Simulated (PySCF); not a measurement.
# C3H10NP: the cost of one run

Programs: PySCF 2.14.0, with density-fitted response routines of our own. Each step states its level of theory. These are calculated values for one molecule in the gas phase, unless marked as measured. Atoms count from 0, in the outputs and in this text.

## Step 1: Starting geometry

15 atoms, charge 0, multiplicity 1; geometry from: GFN2-xTB. The atoms were then displaced at random by about 0.01 Å, so the start is not that level's minimum.

Bonds of the start (Å): C0–P1 1.80, P1–C2 1.86, P1–C3 1.89, P1–N4 1.55, C0–H5 1.07, C0–H6 1.10, C0–H7 1.11, C2–H8 1.10, C2–H9 1.08, C2–H10 1.07, C3–H11 1.07, C3–H12 1.06, C3–H13 1.10, N4–H14 1.02.

## Step 2: Relaxing the molecule at PBE0-D3(BJ)/def2-TZVP

The job: settings as JSON, then the geometry in Å.

```
{"job": {"xc": "PBE0", "basis": "def2-TZVP", "d3": "d3bj", "grid": 2, "shake": 0.01, "kind": "geom"}, "charge": 0, "multiplicity": 1}
C      0.043510     1.317930    -1.072780
P     -0.217520     0.229660     0.339420
C     -1.099180    -1.238820    -0.387380
C      1.514450    -0.445550     0.658120
N     -0.921630     1.068570     1.432770
H      0.508110     0.841520    -1.907930
H      0.631350     2.186070    -0.743770
H     -0.940110     1.713040    -1.385650
H     -1.196130    -1.988110     0.415530
H     -0.542550    -1.662540    -1.211490
H     -2.077380    -0.913840    -0.687840
H      1.921960    -0.901440    -0.217430
H      2.079490     0.385880     0.992080
H      1.402960    -1.186730     1.464270
H     -1.122660     0.576990     2.304830
```

Started as:

```
> OMP_NUM_THREADS=2 python probes_run.py task.json out
```

This one command runs all jobs of the session in turn.

**Question.** How long does this first job take on 2 threads of Intel Xeon at 2.70GHz, shared host, and how much memory does it need?

About 4.3 min, with a peak of 1.2 GiB.
